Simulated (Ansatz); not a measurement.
in.yaml

```yaml
crystal:
  periodic: [false, false, false]
  atoms:
    - {symbol: N, position_ang: [-0.138489, -0.031601, -0.049186]}
    - {symbol: H, position_ang: [-0.435768, 0.936233, -0.049186]}
    - {symbol: H, position_ang: [-0.435768, -0.433900, 0.831073]}
    - {symbol: H, position_ang: [0.911511, -0.031600, -0.049187]}
    - {symbol: H, position_ang: [1.884511, -0.031600, -0.049187]}
basis:
  gaussian: {orbitals: 6-31G}
magnetization: {spin_polarized: true, initial_magnetization: 1}
correlation: {method: ccsdt_q, electrons: outside_noble_gas}
```

```sh
$ ansatz run in.yaml --threads 1 --pin off --events-out ev --progress --plain --max-ram 2393MiB
```

The program prints:

```
392 factors; integrals over basis functions are off by at most 1.1e-7 eV
mean field evaluation 1: about -1539.1059 eV, gradient 1.8e1 eV
mean field evaluation 2: about -1539.1049 eV, gradient 1.8e1 eV
mean field evaluation 4: about -1540.6913 eV, gradient 2.0e0 eV
mean field evaluation 8: about -1540.7509 eV, gradient 2.6e-2 eV
mean field evaluation 16: about -1540.6917 eV, gradient 2.0e0 eV
mean field evaluation 32: about -1540.7505 eV, gradient 2.1e-6 eV
mean field -1540.75049174 eV, -56.6215362132 hartree, gradient 2.1e-6 eV, S^2 0.765123; 2 other end points of the search recorded, 0 dependent functions left out
determinant -1540.75049174 eV, -56.6215362132 hartree, with singles and doubles -1544.40164815 eV, -56.7557137364 hartree
determinant -1537.53733859 eV, -56.5034550131 hartree, with singles and doubles -1540.99348080 eV, -56.6304658964 hartree
1 core orbitals not correlated: weight in the atoms' cores, before any rotation towards them, 1.000 or more for the frozen orbitals, at most 0.000 for the correlated occupied ones
reference -1540.75049174 eV, -56.6215362132 hartree; 5, 4 occupied and 11, 12 virtual orbitals, 392 factors
second order -3.24528925 eV of doubles, -0.00000000 eV of singles
cycle   1  -3.47466536 eV  change   -2.3e-1 eV  update   4.6e-2
cycle   2  -3.66391296 eV  change   -1.9e-1 eV  update   1.9e-2
cycle   3  -3.70199262 eV  change   -3.8e-2 eV  update   8.7e-3
cycle   4  -3.70098767 eV  change    1.0e-3 eV  update   4.4e-3
cycle   5  -3.70236520 eV  change   -1.4e-3 eV  update   2.8e-3
cycle   6  -3.70356871 eV  change   -1.2e-3 eV  update   1.6e-3
cycle   7  -3.70374703 eV  change   -1.8e-4 eV  update   6.2e-4
cycle   8  -3.70382518 eV  change   -7.8e-5 eV  update   2.5e-4
cycle   9  -3.70375898 eV  change    6.6e-5 eV  update   1.0e-4
cycle  10  -3.70373983 eV  change    1.9e-5 eV  update   3.6e-5
cycle  11  -3.70375249 eV  change   -1.3e-5 eV  update   1.3e-5
cycle  12  -3.70375168 eV  change    8.1e-7 eV  update   4.4e-6
cycle  13  -3.70375015 eV  change    1.5e-6 eV  update   1.4e-6
cycle  14  -3.70374854 eV  change    1.6e-6 eV  update   7.7e-7
cycle  15  -3.70374823 eV  change    3.1e-7 eV  update   3.9e-7
perturbative correction -0.00858483 eV, -0.0003154866 hartree
Total energy: -1544.46282479 eV, -56.7579619367 hartree
```

For the same geometry and basis full CI lies 0.0 meV higher.

Ran on 1 thread of Arm Neoverse V1, shared host: 2.5 s wall, 0.1 GiB peak host memory.
